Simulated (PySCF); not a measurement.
# Basis and Hamiltonian dependence of the ionisation energy of Li

Li [He] 2s1 (2S) → Li+ 1s2 (1S). All values are computed (PySCF 2.14, energy differences of UHF-based or UKS calculations, no spin-orbit coupling). Values in eV.

```tsv
basis	Hamiltonian	functions	UHF	LDA	PBE0	CCSD(T) (valence and next inner shell)
Sapporo-DZP-2012	spin-free X2C	11	5.342	n/a	5.567	n/a
cc-pVDZ	non-relativistic	14	5.342	5.450	5.563	n/a
x2c-TZVPall	spin-free X2C	14	5.342	n/a	n/a	n/a
def2-TZVPPD	non-relativistic	22	5.342	5.471	5.569	5.374
aug-cc-pCVDZ	non-relativistic	27	5.342	5.463	5.567	5.357
ANO-RCC-VTZP	spin-free X2C	30	5.342	5.465	5.567	5.364
x2c-QZVPPall with one added diffuse shell each of s, p type	spin-free X2C	39	5.343	5.474	5.569	5.376
aug-cc-pVTZ-DK	spin-free X2C	46	5.343	5.468	5.568	n/a
dyall-acv3z	non-relativistic	57	5.343	5.473	5.571	5.387
aug-cc-pCVTZ-DK	spin-free X2C	59	5.343	5.473	5.571	5.380
aug-cc-pVQZ-DK	spin-free X2C	80	5.343	5.471	5.568	n/a
aug-cc-pVQZ with one added diffuse shell each of s, p, d, f, g type	non-relativistic	105	5.343	5.470	5.568	n/a
aug-cc-pCVQZ-DK	spin-free X2C	109	5.343	5.474	5.571	n/a
```

Question: Estimate the row for aug-cc-pV5Z (non-relativistic, 127 functions).

Answer: From the rows with the same Hamiltonian and similar size; the calculation gives UHF 5.34; LDA 5.47; PBE0 5.57 (eV).

Frozen in the all-electron rows: valence: 1s2; valence and next inner shell: nothing.

Reference for a calculation without spin-orbit coupling: 5.392 eV (measured, between term centres; NIST).
